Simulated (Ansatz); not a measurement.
Stepwise reaction of `[F][Al]([F])[F]` with hydrogen, as a gas-phase model of exchange steps in deposition or etching. ΔE in kJ/mol.

Computed with Ansatz on PBE0-D4/def2-TZVP structures; ΔE is electronic, products minus reactants. CBS: MP2 limit from def2 TZ/QZ plus the TZ coupled-cluster correction, frozen cores. This one scheme is used for every species. Functionals use def2-TZVPP. B3LYP here is the variant with VWN-RPA as its local correlation; programs differ in this.

| step | reaction | PBE-D4 | B3LYP-D4 | ωB97M-V | CCSD(T)/CBS |
| --- | --- | --- | --- | --- | --- |
| 1 | `[F][Al]([F])[F]` + H₂ → `[F][AlH][F]` + H–F | 140.8 | 148.8 | 146.3 | 149.7 |
| 2 | `[F][AlH][F]` + H₂ → `[F][AlH2]` + H–F | 164.4 | 171.3 | 169.4 | 169.8 |
| 3 | `[F][AlH2]` + H₂ → `[AlH3]` + H–F | 168.4 | 175.4 | 173.5 | 173.0 |

Q: By hand: ΔE of the 3 steps together at CCSD(T)/CBS.

A: (149.7) + (169.8) + (173.0) = 492.5 kJ/mol, or 164.2 kJ/mol a step.

In ΔE each step is higher than the one before. All are uphill at CCSD(T)/CBS. PBE-D4 differs from CCSD(T)/CBS by -8.9 to -4.6 kJ/mol a step. Isolated molecules leave out the surface, adducts and barriers. Largest T1 diagnostic: 0.013.
